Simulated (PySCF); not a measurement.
# NH4: fields on a plane

Level of theory: PySCF, UPBE0, basis N def2-TZVP, H def2-TZVP (no relativity, density fitting).

The doublet minimum has N–H 1.053 Å (×4); H–N–H 109.5° (×6).

The plane holds N1 at (0.00, 0.00), H2 at (1.05, 0.00), H3 at (-0.35, 0.99) Å. Columns run from x = -2.25 to 3.45 Å, rows from y = 3.15 (top) to -1.95 Å, in steps of 0.3 Å. Other isomers or separated fragments may lie lower.

Problem. Give the spin density (e/Å³) (cut at ±0.5 e/Å³). Lower edges of the bins (e/Å³): '_' -0.0085, '.' 0.0007, ':' 0.0098, '-' 0.0190, '=' 0.0281, '+' 0.0373, '*' 0.0465, '#' 0.0556, '%' 0.0648, '@' 0.0739; top 0.08, each point printed twice.

Solution. 
```
______................__________________
__........................______________
..............................__________
........::::::::::::............________
......::::--------::::............______
....::::--==++==--::::::............____
....::::==++**++--::::::::::........____
....::::--==**--......::::::::........__
....::::::..__________::----::::......__
..........__::%%@@--__::====--::........
........__..@@----%%__--**++==::::......
........__..@@----%%__--**++==::::......
........____--@@@@--__::====--::........
..........____....____..----::::......__
......::......______....::::::........__
......::::::............::..........____
........::::::......................____
..................................______
```

Problem. Give the electrostatic potential (V) (cut at 20 V). Lower edges of the bins (V): '_' 0.00, '.' 0.12, ':' 0.30, '-' 0.60, '=' 1.07, '+' 1.82, '*' 3.00, '#' 4.87, '%' 7.84, '@' 12.54; top 20.0, each point printed twice.

Solution. 
```
________________________________________
________________________________________
________............____________________
______..::------::::....________________
____..::--==++++==--::....______________
__..::--++**####**==--::::....__________
__..--==**%%@@@@##++==----::....________
..::--==**@@@@@@%%**++++==--::..________
..::--++**%%@@@@@@####****++--::..______
..::--==**%%@@@@@@@@%%%%%%**==--..______
..::--++**%%@@@@@@@@@@@@@@##++--::______
..::--++**%%@@@@@@@@@@@@@@##++--::______
..::--==**##@@@@@@@@%%%%%%**==--..______
..::--==++**##%%%%##******++--::..______
__..::--==++********++++==--::..________
__..::::--==++++++====----::....________
____..::::------------::::....__________
______....::::::::::......______________
```
